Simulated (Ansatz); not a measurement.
C₃H₅FO₂ (`CC(O)(F)C=O`): the same geometry under several functionals.

```yaml
crystal:
  periodic: [false, false, false]
  atoms:
    - {symbol: C, position_ang: [0.662237, -0.438348, -1.058087]}
    - {symbol: C, position_ang: [-0.055660, -0.319375, 0.256835]}
    - {symbol: O, position_ang: [-1.272399, -0.917323, 0.213382]}
    - {symbol: F, position_ang: [0.747366, -0.916449, 1.240980]}
    - {symbol: C, position_ang: [-0.181281, 1.118163, 0.768584]}
    - {symbol: O, position_ang: [-1.229038, 1.553130, 1.152780]}
    - {symbol: H, position_ang: [1.661001, -0.005686, -0.990399]}
    - {symbol: H, position_ang: [0.748375, -1.494989, -1.314046]}
    - {symbol: H, position_ang: [0.095899, 0.068204, -1.840853]}
    - {symbol: H, position_ang: [-1.864792, -0.411995, 0.791795]}
    - {symbol: H, position_ang: [0.753790, 1.707667, 0.799528]}
basis:
  gaussian: {orbitals: def2-TZVPP}
hamiltonian: {xc: pbe, dispersion: d4}
output: {forces: true, orbitals: {seedname: orbitals}}
```

```sh
$ ansatz run in.yaml --threads 4 --pin off --events-out ev --progress --plain --max-ram 10444MiB
```

Shortened log:

```
Functional definition: PBE
1293 factors; their error is unknown
mean field evaluation 1: about -9984.9674 eV, gradient 7.9e1 eV
mean field evaluation 2: about -9965.0934 eV, gradient 1.3e2 eV
mean field evaluation 4: about -9996.3784 eV, gradient 1.1e1 eV
mean field evaluation 8: about -9996.5864 eV, gradient 1.4e-1 eV
mean field evaluation 16: about -9996.5524 eV, gradient 1.1e-2 eV
mean field -9996.55238648 eV, -367.3665242967 hartree, gradient 1.8e-5 eV, S^2 0.000000; 0 other end points of the search recorded, 0 dependent functions left out
reference -9996.55242271 eV, -367.3665256279 hartree; 24, 24 occupied and 232, 232 virtual orbitals, 1293 factors
Total energy: -9996.75030454 eV, -367.3737976512 hartree
Atom 0 at     0.662237    -0.438348    -1.058087 Å, force     0.033090     0.016632    -0.068555 eV/Å
Atom 1 at    -0.055660    -0.319375     0.256835 Å, force    -0.042683     0.283169    -0.412497 eV/Å
Atom 2 at    -1.272399    -0.917323     0.213382 Å, force    -0.280618    -0.555976    -0.346602 eV/Å
Atom 3 at     0.747366    -0.916449     1.240980 Å, force     0.524856    -0.343505     0.634260 eV/Å
Atom 4 at    -0.181281     1.118163     0.768584 Å, force     0.739026    -0.269101    -0.283227 eV/Å
Atom 5 at    -1.229038     1.553130     1.152780 Å, force    -1.054903     0.473885     0.422012 eV/Å
Atom 6 at     1.661001    -0.005686    -0.990399 Å, force     0.198022     0.087504    -0.001265 eV/Å
Atom 7 at     0.748375    -1.494989    -1.314046 Å, force     0.023741    -0.215619    -0.066035 eV/Å
Atom 8 at     0.095899     0.068204    -1.840853 Å, force    -0.095538     0.096385    -0.173930 eV/Å
Atom 9 at    -1.864792    -0.411995     0.791795 Å, force    -0.305945     0.280725     0.293181 eV/Å
Atom 10 at     0.753790     1.707667     0.799528 Å, force     0.260952     0.145901     0.002660 eV/Å
Dipole moment:     0.225364     0.178865    -0.285909 e Å
```

Run time 2.8 s (4 threads of an Arm Neoverse V1 on a shared host); peak host memory 0.32 GiB.

The same input with `hamiltonian: {xc: pbe0, dispersion: d4}` and no forces (abridged; 3.2 s):

```
Functional definition: PBE0
mean field evaluation 16: about -9996.7494 eV, gradient 5.5e-4 eV
mean field -9996.74938196 eV, -367.3737637470 hartree, gradient 4.2e-5 eV, S^2 0.000000
Total energy: -9996.91393567 eV, -367.3798109842 hartree
```
